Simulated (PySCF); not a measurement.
C2H3N, charge +1, multiplicity 2. Atoms are numbered in the order given.

```xyz
6

C     -1.1567     0.0216     0.0000
C      0.2402     0.0220     0.0000
N      1.4425    -0.0077     0.0000
H     -1.4508    -1.0683     0.0000
H     -1.5738     0.4301     0.9302
H     -1.5738     0.4301    -0.9302
```
Charge +1, spin multiplicity 2.

Geometry optimised at B3LYP-D3(BJ)/def2-TZVP. The geometry has at least one imaginary mode, so it is a saddle point at that level. The multiplicity is an assumed one; other spin states were not compared.

All values below come from PBE0/def2-TZVPD (PySCF).

Mulliken values depend strongly on the basis, most of all with diffuse functions as here. ESP charges are fitted to the potential on shells at 1.4 to 2.0 van der Waals radii. Atomic charges (e):

```json
[
 {"atom": "C1", "Mulliken": "-0.17", "ESP fit": "(withheld)", "meta-Löwdin": "-0.34", "Mulliken spin": "0.04"},
 {"atom": "C2", "Mulliken": "0.14", "ESP fit": "(withheld)", "meta-Löwdin": "0.44", "Mulliken spin": "0.22"},
 {"atom": "N3", "Mulliken": "0.12", "ESP fit": "(withheld)", "meta-Löwdin": "0.13", "Mulliken spin": "0.62"},
 {"atom": "H4", "Mulliken": "0.31", "ESP fit": "(withheld)", "meta-Löwdin": "0.28", "Mulliken spin": "0.10"},
 {"atom": "H5", "Mulliken": "0.30", "ESP fit": "(withheld)", "meta-Löwdin": "0.24", "Mulliken spin": "0.01"},
 {"atom": "H6", "Mulliken": "0.30", "ESP fit": "(withheld)", "meta-Löwdin": "0.24", "Mulliken spin": "0.01"}
]
```

Task: Fill in the missing entries. (Estimate from the structure and the level; the computed values follow.)

Result: 
- C1, ESP fit: -0.53
- C2, ESP fit: 0.65
- N3, ESP fit: -0.03
- H4, ESP fit: 0.31
- H5, ESP fit: 0.30
- H6, ESP fit: 0.30
